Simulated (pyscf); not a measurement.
Thermochemistry of product channels of methanol (H₃C–OH) on the singlet surface, in kJ/mol, from ωB97M-D3(BJ)/def2-TZVP energies (ideal gas, 1 atm, RRHO with modes under 100 cm⁻¹ raised to 100, one conformer, R ln 2 for rigid chiral ones). Optimised with ωB97X-D3(BJ)/def2-SVP in PySCF.

| products | ΔE | ΔH(298 K) | ΔG(600 K) | ΔG(1200 K) |
|---|---|---|---|---|
| methylene (CH₂) [singlet] + water (H₂O) | +423.2 | +396.9 | +310.6 | +220.7 |
| formaldehyde (H₂C=O) + hydrogen (H₂) | +120.0 | +88.9 | +20.1 | -53.3 |

The channel to H₂C=O + H₂ turns favourable between 298 and 1200 K (ΔG from +55.6 kJ/mol to -53.3 kJ/mol).

These are energies of the channels, which say nothing of barriers. CH₂ [singlet] is an excited spin state, 37.3 kJ/mol over the triplet at ωB97X-D3(BJ). A restricted singlet here is unstable towards spin polarisation, as is usual where a triplet lies low; its energy is less safe.
